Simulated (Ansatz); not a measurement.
Basis-set extrapolation for C$_{4}$H$_{5}$ClO, SMILES `OC1=C(CCl)C1` (PBE0-D4/def2-TZVP geometry, frozen core, Ansatz 0.2.0). Multiplicity 1, RHF reference.

```json
{"": "HF", "def2-TZVPP": "-688.745511", "def2-QZVPP": "-688.768379"}
{"": "MP2 correlation", "def2-TZVPP": "-1.071740", "def2-QZVPP": "-1.151615"}
{"": "CCSD(T) correlation", "def2-TZVPP": "-1.159046", "def2-QZVPP": "not run"}
```

Energies in hartree. Use E(X) = E(∞) + A·exp(−7.88·√X) for Hartree–Fock and E(X) = E(∞) + B·X^(−2.97) for correlation, with X = 3 and 4, and add CCSD(T) minus MP2 of the smaller set to the MP2 limit.

Question: What is the CCSD(T) energy at the basis-set limit?

Answer: HF limit: -688.768379 + (-0.022868) × 0.13774 = -688.77153. MP2 limit: -1.151615 + (-0.079875) × 0.74074 = -1.21078. Higher-order term: -1.159046 − (-1.071740) = -0.08731. Total: -690.06962 hartree, 103.6 kcal/mol below CCSD(T)/def2-TZVPP.
